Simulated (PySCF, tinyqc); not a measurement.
Worked calculation: G0W0 on RHF in the sto-3g basis, for LiH, spin multiplicity 1. The lowest restricted solution is unstable here: a spin-polarised one lies 0.0152 hartree lower (PySCF). One step of it, computed by the program tinyqc.

Question. G0W0 on Hartree-Fock: HOMO. W(p,q,m) = sqrt2 sum_ia (pq|ia) (X+Y)_ia,m; Sigma_c(x) = sum_(i,m) W^2/(x - e_i + w_m) + sum_(a,m) W^2/(x - e_a - w_m); solve x = e_p + Sigma_c(x) by Newton steps; Z = 1/(1 - dSigma/dx); 1 hartree = 27.211386 eV.

orbital energies (hartree): MO1 -2.372480, MO2 -0.220520, MO3 0.067697, MO4 0.158217, MO5 0.158217, MO6 0.345136

Two-electron integrals over orbitals (pq|rs), unique and non-zero (hartree):
```
(11|11) 1.659456    (21|11) -0.097618   (21|21) 0.009852    (22|11) 0.300009
(22|21) 0.001983    (22|22) 0.437723    (31|11) -0.142446   (31|21) 0.010777
(31|22) -0.010047   (31|31) 0.022019    (32|11) 0.035367    (32|21) -0.002501
(32|22) -0.065250   (32|31) -0.000405   (32|32) 0.027202    (33|11) 0.387730
(33|21) -0.008342   (33|22) 0.212210    (33|31) 0.000533    (33|32) 0.016876
(33|33) 0.322629    (41|41) 0.009800    (42|41) 0.007296    (42|42) 0.020880
(43|41) 0.010430    (43|42) 0.021043    (43|43) 0.041381    (44|11) 0.396345
(44|21) -0.003500   (44|22) 0.236398    (44|31) -0.005075   (44|32) 0.017944
(44|33) 0.277830    (44|44) 0.312946    (51|51) 0.009800    (52|51) 0.007296
(52|52) 0.020880    (53|51) 0.010430    (53|52) 0.021043    (53|53) 0.041381
(54|54) 0.016869    (55|11) 0.396345    (55|21) -0.003500   (55|22) 0.236398
(55|31) -0.005075   (55|32) 0.017944    (55|33) 0.277830    (55|44) 0.279207
(55|55) 0.312946    (61|11) 0.066570    (61|21) -0.008757   (61|22) -0.007026
(61|31) -0.004315   (61|32) 0.002902    (61|33) 0.011562    (61|44) 0.001636
(61|55) 0.001636    (61|61) 0.010524    (62|11) -0.086251   (62|21) 0.001005
(62|22) 0.104082    (62|31) 0.004670    (62|32) -0.050481   (62|33) -0.016984
(62|44) -0.042048   (62|55) -0.042048   (62|61) 0.001528    (62|62) 0.132127
(63|11) 0.027363    (63|21) -0.002129   (63|22) -0.062717   (63|31) 0.003896
(63|32) 0.022772    (63|33) 0.037161    (63|44) 0.010986    (63|55) 0.010986
(63|61) 0.004711    (63|62) -0.043310   (63|63) 0.035598    (64|41) -0.005514
(64|42) -0.017681   (64|43) -0.010935   (64|64) 0.018605    (65|51) -0.005514
(65|52) -0.017681   (65|53) -0.010935   (65|65) 0.018605    (66|11) 0.347209
(66|21) 0.000372    (66|22) 0.407091    (66|31) -0.010194   (66|32) -0.050922
(66|33) 0.239452    (66|44) 0.254631    (66|55) 0.254631    (66|61) -0.005302
(66|62) 0.084272    (66|63) -0.047297   (66|66) 0.399870
```

excitation energies w (hartree): 0.318688  0.418264  0.418264  0.794782  2.483544  2.550247  2.550247  2.738859

X + Y:
```
             1          2          3          4          5         6          7          8
1>3  -0.000978   0.000000   0.000000  -0.006939   0.990672  0.000000   0.000000  -0.031464
1>4   0.000000  -0.009295  -0.006076   0.000000   0.000000  0.738507  -0.668522   0.000000
1>5   0.000000   0.006076  -0.009295   0.000000   0.000000  0.668522   0.738507   0.000000
1>6  -0.004477   0.000000   0.000000  -0.001632   0.034865  0.000000   0.000000   0.995560
2>3   0.939392   0.000000   0.000000  -0.093767  -0.000075  0.000000   0.000000   0.000449
2>4   0.000000   0.796514   0.520619   0.000000   0.000000  0.001290  -0.001168   0.000000
2>5   0.000000  -0.520619   0.796514   0.000000   0.000000  0.001168   0.001290   0.000000
2>6   0.207444   0.000000   0.000000   0.833334   0.001910  0.000000   0.000000   0.000444
```

Give: The 12 largest terms at x = e_p; Newton steps; quasiparticle energy of the HOMO; Hartree-Fock value.

Answer.

The 12 largest terms at x = e_p (hartree; W for the signs of X + Y given):

| q | m | W | term |
|---|---|---|---|
| 2 | 4 | 0.131 | 0.022 |
| 6 | 4 | 0.162 | -0.019 |
| 2 | 1 | -0.056 | 0.010 |
| 3 | 4 | -0.063 | -3.68e-03 |
| 6 | 1 | -0.028 | -9.07e-04 |
| 3 | 1 | 0.021 | -7.48e-04 |
| 4 | 2 | 0.023 | -6.88e-04 |
| 5 | 3 | 0.023 | -6.88e-04 |
| 5 | 2 | -0.015 | -2.94e-04 |
| 4 | 3 | 0.015 | -2.94e-04 |
| 2 | 5 | -0.014 | 8.04e-05 |
| 1 | 5 | 0.015 | 4.64e-05 |

Newton steps (hartree):

| step | x | Sigma_c(x) | Z |
|---|---|---|---|
| 0 | -0.221 | 0.005 | 0.925 |
| 1 | -0.216 | 4.66e-03 | 0.926 |
| 2 | -0.216 | 4.66e-03 | 0.926 |

quasiparticle energy of the HOMO = -5.874 eV

Hartree-Fock value = -6.001 eV
